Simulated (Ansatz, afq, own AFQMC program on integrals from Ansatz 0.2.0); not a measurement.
## Where AFQMC and coupled cluster stand for AlGaH2, triplet

```xyz
4

Al    0.0000    0.0000    2.0518
Ga    0.0000    0.0000   -0.7499
H     0.0000    1.5874   -1.5260
H     0.0000   -1.5874   -1.5260
```

Connectivity, by distances: Al–GaH2.

Basis cc-pVDZ. Noble-gas cores (and the filled d shells of Ga–Kr and In–Xe) are frozen. Ansatz 0.2.0 and our own AFQMC program on the same integrals; the CISD trial comes from CCSD amplitudes, and released means the phaseless constraint is let go. Uncertainties: one standard error, sampling alone. No spin–orbit coupling.

Determinant: UHF, the one that the program's search chose, which needn't be the lowest solution. The geometry is a point of a scan.

No full CI on the walks' own integrals is used here; CCSDT(Q) serves as the reference and is uncertain by about the last step of the cluster series.

Cautions: no relativity below Rb; no spin-orbit coupling; inner d shell frozen; lower spins were not checked.

- T1 diagnostic: 0.0364
- weight of the determinant in the CISD state: 0.855
- ⟨S²⟩ of the determinant: 2.033
- size of the correlated space: 8 electrons in 36 orbitals

Reference: CCSDT(Q), correlation energy -3.860 eV. The released energy is read at 2.40 1/Eh (meV from the phaseless value at times in 1/Eh: -3 ± 11 at 0.24, -14 ± 9 at 0.51, -18 ± 8 at 0.99, -37 ± 9 at 1.62, -31 ± 9 at 2.40).

```
         level  E − E(reference) (kJ/mol)  share of correlation (%)
            HF                      372.4                      0.00
           MP2                      111.1                     70.17
          CCSD                       17.3                     95.36
       CCSD(T)                        5.3                     98.58
         CCSDT                        0.7                     99.81
 ph-AFQMC/CISD                  3.8 ± 0.9                     98.99
released AFQMC                  0.8 ± 0.9                     99.79
```

A walk keeps the symmetry of its determinant, which the program's search chose and which needn't be the lowest solution, so a lower state of the same spin and another symmetry isn't excluded. Released energies are given only where the last usable release times agree within the noise; a slower fall can still hide under it.
